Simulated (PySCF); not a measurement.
# A diatomic session: NaAl

The task here is to estimate one member of a computed series from the others.

Program: PySCF 2.14.0. Level of theory: Na jorge-DZP-DKH, Al jorge-DZP-DKH, spin-free X2C with a Gaussian nucleus. These are calculated values, not measurements.

Set-up of the first run:

The job is set up so:

* atoms: Na, Al
* charge: 0
* basis: Na jorge-DZP-DKH, Al jorge-DZP-DKH
* Hamiltonian: spin-free X2C with a Gaussian nucleus
* basis functions: 48
* electrons treated: 24
* masses in u: 22.9898, 26.9815
* levels: PBE0, PBE, r²SCAN, revPBE, BHandHLYP, LDA, ωB97X, HF, MP2, SCS-MP2, CCSD, CCSD(T)
* grid: 80 radial by 434 angular points
* occupations: held fixed by the projection of orbital angular momentum
* dissociation limit: Na + Al, each in its ground configuration
* starting distance in angstrom: 2.770
* values of 2S to try: 0, 2

The run is started by

```
OMP_NUM_THREADS=1 python dia.py task.json out
```

Among the steps run: The job; First curve: PBE0; Other states along the same grid; PBE (GGA); r²SCAN (meta-GGA); revPBE; BHandHLYP; LDA; ωB97X; RHF (mean field); Correlated methods on the Hartree–Fock reference.

One table of the session follows, with a row left open; its other results are not shown here.

It belongs to the step «The curves together». Energy (eV) from each level's lowest point:

```
R (Å)    RHF  RHF-MP2  RHF-SCS-MP2  RHF-CCSD  RHF-CCSD(T)
2.712  0.305    0.254        0.259       n/a          n/a
2.839  0.154    0.120        0.124     0.121        0.120
2.965  0.061    0.042        0.045     0.044        0.044
3.059  0.022    0.012        0.013     0.013        0.013
3.154  0.003    0.000        0.000     0.000        0.000
3.249  0.000    0.003        0.002     0.001        0.001
3.375      ?        ?            ?         ?            ?
3.533  0.064    0.078        0.072     0.064        0.060
3.722  0.146    0.162        0.153     0.136        0.126
3.974  0.283    0.296        0.282       n/a          n/a
```

**Question.** Estimate the row for R (Å) = 3.375.

Worked estimate for «RHF». A straight line through the neighbours (3.249, 0.000) and (3.533, 0.064) gives 0.000 + (0.064 − 0.000) × (3.375 − 3.249) / (3.533 − 3.249) = 0.028; a parabola fitted to 4 rows on both sides gives 0.019.

The run gave: RHF: 0.017; RHF-MP2: 0.027; RHF-SCS-MP2: 0.024; RHF-CCSD: 0.021; RHF-CCSD(T): 0.019. In «RHF» the line misses by +0.011 and the parabola by +0.002.

State 2 has its PBE0 minimum 0.09 eV higher. The other levels ran on the lowest alone.
